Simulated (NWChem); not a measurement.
methanethiol (CH4S)

SMILES: CS
```xyz
6

C      1.0468     0.4733     0.0000
S     -0.5720    -0.3413     0.0000
H      1.1988     1.0855     0.8999
H      1.7951    -0.3313     0.0000
H      1.1988     1.0855    -0.8999
H     -1.3215     0.7816     0.0000
```
Charge 0, spin multiplicity 1.

Program: NWChem. The geometry was optimised at PBE0/def2-SVP, a minimum by its harmonic frequencies.

Symmetry labels belong to the abelian group Cs used in the runs, with the axes of the coordinates shown.

### Question
List the lowest 3 singlet excitations that CIS/aug-cc-pVDZ gives, with oscillator strengths.

### Answer
```
state  symmetry  energy (eV)  wavelength (nm)      f
-----  --------  -----------  ---------------  -----
1            a"         5.84              212  0.007
2            a"         6.65              186  0.034
3            a"         7.50              165  0.010
```
